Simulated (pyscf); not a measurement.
PySCF, gas phase, ωB97X-D3(BJ)/def2-SVP geometries.

### Question
For HO–BH–OH (SMILES OBO) + HF (SMILES F) → HO–B(OH)–F (SMILES OB(O)F) + H₂ (SMILES [H][H]), a four-centre exchange (singlet surface; B–H, F–H broken, B–F, H–H formed), PBE/def2-TZVP gives ΔE‡ = 0.91 eV and ΔE = -1.24 eV (zero: the separated reactants). In which direction and how far do r²SCAN/def2-TZVP, PBE0-D3(BJ)/def2-TZVP, ωB97M-D3(BJ)/def2-TZVP move these?

### Answer
r²SCAN: ΔE‡ = 0.95 eV, ΔE = -1.37 eV; PBE0-D3(BJ): ΔE‡ = 1.06 eV, ΔE = -1.25 eV; ωB97M-D3(BJ): ΔE‡ = 1.16 eV, ΔE = -1.28 eV. PBE's barrier lies under all of them, by 0.04 to 0.25 eV. Its reaction energy lies over all of them, by 0.01 to 0.14 eV. On the reactant side the descent ends in a complex, 0.27 eV under the separated species and 1.47 eV under the saddle at ωB97X-D3(BJ)/def2-TZVP. The same reactants have a lower exit, to H₂O + HO–BH–F (barrier +0.74 eV at ωB97M-D3(BJ)/def2-TZVP, against +1.16 eV here). This is the saddle that the search found; another between the same sides may lie lower.
